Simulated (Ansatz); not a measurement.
Start from `SCCCS` and change one atom or group to get `C=CCCS`.

Ansatz, PBE0-D4/def2-TZVP geometries, multiplicity 1. Each molecule was computed in one conformer, which needn't be the lowest.

```json
{"property": "HOMO–LUMO gap (PBE0/def2-TZVPP) / eV", "`SCCCS`": "6.92"}
{"property": "HOMO energy (ωB97M-V/def2-TZVPP) / eV", "`SCCCS`": "-8.88"}
{"property": "HOMO–LUMO gap (B3LYP/def2-TZVPP) / eV", "`SCCCS`": "6.40"}
{"property": "size of the dipole moment (ωB97M-V/def2-TZVPP) / D", "`SCCCS`": "1.49"}
{"property": "LUMO energy (PBE/def2-TZVPP) / eV", "`SCCCS`": "-0.65"}
{"property": "HOMO–LUMO gap (PBE/def2-TZVPP) / eV", "`SCCCS`": "4.77"}
```

Task: Give the same properties after the change, and the shifts. (An estimate is asked.)

Result: Ansatz gave: 
```csv
property,`C=CCCS`,shift
HOMO–LUMO gap (PBE0/def2-TZVPP) / eV,6.82,-0.10
HOMO energy (ωB97M-V/def2-TZVPP) / eV,-8.98,-0.10
HOMO–LUMO gap (B3LYP/def2-TZVPP) / eV,6.34,-0.06
size of the dipole moment (ωB97M-V/def2-TZVPP) / D,1.68,0.19
LUMO energy (PBE/def2-TZVPP) / eV,-0.94,-0.29
HOMO–LUMO gap (PBE/def2-TZVPP) / eV,4.55,-0.22
```

With PBE0 the HOMO falls by 0.07 eV and the LUMO falls by 0.17 eV, so the gap narrows by about 0.10 eV. PBE moves the HOMO by -0.06 eV and ωB97M-V by -0.10 eV. Dipoles are sizes alone; their direction can turn.

B3LYP here is the variant with VWN-RPA as its local correlation; programs differ in this.
